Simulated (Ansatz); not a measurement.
# H5NP: the cost of one run

All numbers below are computed with Ansatz 0.2.0 (UKS PBE/def2-SVPD).

### Step 1. Starting point

Bond lengths: P2–H4 1.393 Å, P2–H5 1.396 Å, N3–H6 1.015 Å, N3–H7 1.017 Å. Angles: H4–P2–H5 91.4°, H6–N3–H7 107.0°.

Coordinates:

```xyz
7

H    -0.0582   -0.1088    0.2743
P     0.6156    1.5767    0.1339
N    -0.5735   -1.3376    0.2858
H     1.8918    1.0221    0.0705
H     0.4766    1.5029   -1.2533
H    -1.2305   -1.2952    1.0588
H    -1.1218   -1.3601   -0.5700
```

### Step 2. Pulling towards end A

Springs on the bonds that form and break draw the guess towards this end; the thresholds are loose.

Contents of input.yaml:

```yaml
crystal:
  periodic: [false, false, false]
  atoms:
    - { symbol: H, position_ang: [-0.0582, -0.1088, 0.2743] }
    - { symbol: P, position_ang: [0.6156, 1.5767, 0.1339] }
    - { symbol: "N", position_ang: [-0.5735, -1.3376, 0.2858] }
    - { symbol: H, position_ang: [1.8918, 1.0221, 0.0705] }
    - { symbol: H, position_ang: [0.4766, 1.5029, -1.2533] }
    - { symbol: H, position_ang: [-1.2305, -1.2952, 1.0588] }
    - { symbol: H, position_ang: [-1.1218, -1.3601, -0.57] }
magnetization:
  spin_polarized: true
  initial_magnetization: 1
basis:
  gaussian: { orbitals: def2-SVPD }
hamiltonian:
  xc: pbe
relax:
  f_tol: 0.15
  max_steps: 25
  restrain:
    - { distance: [0, 2], at: 2.32, k: 30.0 }
    - { distance: [1, 0], at: 1.38, k: 30.0 }
output:
  orbitals: {}
```

Launch:

```
$ ansatz run input.yaml --threads 2 --pin off --max-ram 3072MiB --backend cpu --events-out ev --progress --plain --runs-dir out
```

Q: Estimate wall time and peak memory on 2 threads of AMD EPYC 9R45 (Zen 5), shared host.

About 3.4 s, with a peak of 0.17 GiB.
